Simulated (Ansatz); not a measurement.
**C₄H₆F₂: one species, many methods**

One table from this session's results is given with a row withheld; the runs are named, their logs left out.

The runs use Ansatz 0.2.0, Gaussian basis; functionals in def2-TZVPP, the program's frozen cores in correlated methods.

Plan: PBE-D4, r2SCAN-D4, PBE0-D4, B3LYP-D4, ωB97X-V, ωB97M-V, B2PLYP; CCSD(T)/def2-TZVPP; MP2/def2-QZVPP; extrapolation to the limit.

## Structure used throughout

The geometry comes from an earlier relaxation with PBE0-D4 in a triple-zeta def2 set; it is a stationary point, not always the lowest conformer.

SMILES `FC/C=C/CF`, 12 atoms, charge 0, spin multiplicity 1.

Atoms are counted from 1 here; the program's logs count them from 0.

Bond lengths: F1–C2 1.388 Å, C2–C3 1.484 Å, C2–H7 1.094 Å, C2–H8 1.096 Å, C3–C4 1.325 Å, C3–H9 1.086 Å, C4–C5 1.485 Å, C4–H10 1.089 Å, C5–F6 1.376 Å, C5–H11 1.097 Å, C5–H12 1.097 Å. Angles: F1–C2–C3 110.4°, F1–C2–H7 108.0°, F1–C2–H8 106.8°, C3–C2–H7 111.4°, C3–C2–H8 111.2°, H7–C2–H8 109.0°, C2–C3–C4 123.1°, C2–C3–H9 116.9°, C4–C3–H9 120.0°, C3–C4–C5 125.1°, C3–C4–H10 120.2°, C5–C4–H10 114.8°, C4–C5–F6 112.0°, C4–C5–H11 110.4°, C4–C5–H12 110.6°, F6–C5–H11 108.0°, F6–C5–H12 108.0°, H11–C5–H12 107.8°.

Set-up of the first run:

File in.yaml:

```yaml
crystal:
  periodic: [false, false, false]
  atoms:
    - {symbol: F, position_ang: [-1.240692, -2.510691, -0.583001]}
    - {symbol: C, position_ang: [-0.038641, -1.905479, -0.242652]}
    - {symbol: C, position_ang: [-0.277172, -0.529742, 0.261426]}
    - {symbol: C, position_ang: [0.273449, 0.545285, -0.282629]}
    - {symbol: C, position_ang: [0.095013, 1.936327, 0.206628]}
    - {symbol: F, position_ang: [-0.723174, 1.992656, 1.311250]}
    - {symbol: H, position_ang: [0.600033, -1.899327, -1.130773]}
    - {symbol: H, position_ang: [0.425779, -2.533322, 0.525674]}
    - {symbol: H, position_ang: [-0.925528, -0.428490, 1.126467]}
    - {symbol: H, position_ang: [0.916629, 0.448101, -1.155768]}
    - {symbol: H, position_ang: [-0.349878, 2.562678, -0.576340]}
    - {symbol: H, position_ang: [1.062083, 2.376803, 0.478918]}
basis:
  gaussian: {orbitals: def2-TZVPP}
hamiltonian: {xc: pbe, dispersion: d4}
output: {forces: true, orbitals: {seedname: orbitals}}
```

Among the steps run: PBE-D4 (GGA); r2SCAN-D4 (meta-GGA); PBE0-D4 (hybrid); B3LYP-D4 (hybrid); ωB97X-V (range-separated); ωB97M-V (range-separated); B2PLYP (double hybrid); CCSD(T) in def2-TZVPP; MP2 in def2-QZVPP.

One of the session's tables, all rows but one given; the rest of the session is left out.

```
            method  atomisation energy (kJ/mol)
            PBE-D4                       5045.4
         r2SCAN-D4                       4911.7
           PBE0-D4                       4934.3
          B3LYP-D4                       4895.2
           ωB97X-V                       4899.0
           ωB97M-V                       4907.0
            B2PLYP                       4852.3
     HF/def2-TZVPP                       3585.4
    MP2/def2-TZVPP                            ?
   CCSD/def2-TZVPP                       4697.1
CCSD(T)/def2-TZVPP                       4773.1
           MP2/CBS                       4994.7
       CCSD(T)/CBS                       4889.2
```

Q: Estimate the row for MP2/def2-TZVPP from the others.

The run gave: atomisation energy (kJ/mol): 4878.6. In the column «atomisation energy (kJ/mol)» it lies between B2PLYP (4852.3) and CCSD(T)/CBS (4889.2).

To keep in mind: Free atoms (2 F, 4 C, 6 H) were run apart at each level; the atomisation energy is their sum less the molecule, without zero-point or spin-orbit terms.
